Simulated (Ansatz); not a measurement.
```yaml
crystal:
  periodic: [false, false, false]
  atoms:
    - {symbol: C, position_ang: [-1.902583, 1.120634, 0.260114]}
    - {symbol: C, position_ang: [-0.639138, 1.515971, 0.194880]}
    - {symbol: O, position_ang: [0.478197, 0.742993, 0.163951]}
    - {symbol: C, position_ang: [0.319591, -0.617990, -0.037844]}
    - {symbol: C, position_ang: [1.657177, -1.220437, -0.345827]}
    - {symbol: F, position_ang: [-0.187108, -1.201402, 1.108120]}
    - {symbol: H, position_ang: [-2.678594, 1.873299, 0.249456]}
    - {symbol: H, position_ang: [-2.200032, 0.085180, 0.351480]}
    - {symbol: H, position_ang: [-0.361381, 2.562938, 0.156594]}
    - {symbol: H, position_ang: [-0.424992, -0.790848, -0.824918]}
    - {symbol: H, position_ang: [1.556337, -2.299214, -0.464887]}
    - {symbol: H, position_ang: [2.054259, -0.794541, -1.267809]}
    - {symbol: H, position_ang: [2.348664, -1.011385, 0.471391]}
basis:
  gaussian: {orbitals: aug-cc-pVTZ}
hamiltonian: {xc: {name: HF}}
correlation: {method: mp2, frozen_orbitals: {C: 0}}
output: {forces: true}
```

```sh
$ ansatz run in.yaml --threads 4 --pin off --events-out ev --progress --plain --max-ram 10444MiB
```

Output, abridged:

```
Functional definition: HF
Error: "frozen_orbitals" has no count for O
```

Question: Something in this input is off. What?

Answer: Frozen orbitals are typed for one element alone, and the program wants a count for each. The input was rejected before any iteration.
